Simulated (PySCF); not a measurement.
Record of a relaxation.

Species: P₂F₄.
Bonds: F1–P2, P2–F3, P2–P4, P4–F5, P4–F6.

Method: PBE0-D3(BJ)/def2-SVP geometry optimisation, gas phase (PySCF); density fitting, grid level 1; the optimiser is geomeTRIC in internal coordinates, started from a GFN2-xTB structure. The frame can shift and turn from step to step; on so coarse a grid that alone can change the energy by a few meV, and forces under 0.02 eV/Å are noise.

Step 0: E = -29415.3170 eV, largest atomic force 0.765 eV/Å
```
atom  x, y, z in Å  |  force x, y, z in eV/Å
F1     -1.492   -0.350   -1.336    0.177  -0.354  -0.150
P2     -0.895   -0.680    0.133   -0.460   0.554  -0.249
F3     -1.773    0.459    0.878    0.107  -0.166   0.366
P4      0.895    0.680   -0.139    0.465  -0.552   0.253
F5      1.496    0.352    1.328   -0.182   0.355   0.155
F6      1.772   -0.460   -0.885   -0.107   0.163  -0.374
```

Step 1: E = -29414.9416 eV, largest atomic force 3.333 eV/Å
```
atom  x, y, z in Å  |  force x, y, z in eV/Å
F1      1.832   -0.784   -0.720   -0.927   0.080  -0.133
P2      1.005    0.408    0.010    2.849   1.717  -0.213
F3      1.501   -0.010    1.496   -0.923   0.039  -0.158
P4     -1.006   -0.406   -0.014   -2.849  -1.715   0.202
F5     -1.838    0.786    0.710    0.932  -0.082   0.130
F6     -1.495    0.009   -1.504    0.919  -0.039   0.171
```

Step 2: E = -29415.2080 eV, largest atomic force 1.993 eV/Å
```
atom  x, y, z in Å  |  force x, y, z in eV/Å
F1      1.774   -0.781   -0.740   -0.517   0.063  -0.158
P2      1.006    0.438   -0.001    1.748   0.952  -0.101
F3      1.440   -0.001    1.494   -0.534   0.076  -0.024
P4     -1.008   -0.436   -0.003   -1.748  -0.950   0.096
F5     -1.780    0.783    0.731    0.520  -0.065   0.156
F6     -1.435    0.000   -1.501    0.531  -0.076   0.030
```

Step 3: E = -29415.3609 eV, largest atomic force 0.285 eV/Å
```
atom  x, y, z in Å  |  force x, y, z in eV/Å
F1      1.700   -0.783   -0.783    0.006  -0.018  -0.043
P2      1.023    0.462   -0.008    0.255   0.128  -0.011
F3      1.356    0.016    1.507   -0.008  -0.008   0.063
P4     -1.025   -0.460    0.004   -0.254  -0.128   0.009
F5     -1.706    0.785    0.773   -0.006   0.018   0.043
F6     -1.351   -0.018   -1.515    0.006   0.008  -0.060
```

Step 4: E = -29415.3651 eV, largest atomic force 0.074 eV/Å
```
atom  x, y, z in Å  |  force x, y, z in eV/Å
F1      1.706   -0.784   -0.786   -0.004   0.004   0.009
P2      1.034    0.461   -0.006    0.067   0.031   0.002
F3      1.360    0.018    1.512   -0.005  -0.021  -0.003
P4     -1.035   -0.460    0.002   -0.066  -0.031  -0.004
F5     -1.711    0.787    0.776    0.005  -0.003  -0.008
F6     -1.356   -0.019   -1.519    0.004   0.020   0.005
```

Step 5: E = -29415.3655 eV, largest atomic force under 0.02 eV/Å
```
atom  x, y, z in Å  |  force x, y, z in eV/Å
F1      1.708   -0.784   -0.785    0.000   0.004   0.001
P2      1.037    0.462   -0.006    0.007  -0.010   0.011
F3      1.362    0.017    1.512   -0.003  -0.014   0.000
P4     -1.038   -0.461    0.002   -0.007   0.010  -0.013
F5     -1.712    0.787    0.775    0.001  -0.004   0.000
F6     -1.359   -0.019   -1.519    0.002   0.013   0.001
```

**Question.** Summarise the path.

**Answer.** The energy falls by 0.0485 eV from step 0 to step 5; nine tenths of that is first reached at step 3. It rises by more than 0.2 meV at step 1. The largest force goes from 0.765 to under 0.02 eV/Å. Among the bonds P2–P4 changes most, from 2.264 to 2.271 Å; the atoms move by 0.043 Å rms after alignment.

What follows is the cost of the whole optimisation. Time: 17 s; peak memory 0.39 GiB. Hardware: one thread of an Intel Xeon Platinum 8488C, on a shared host.
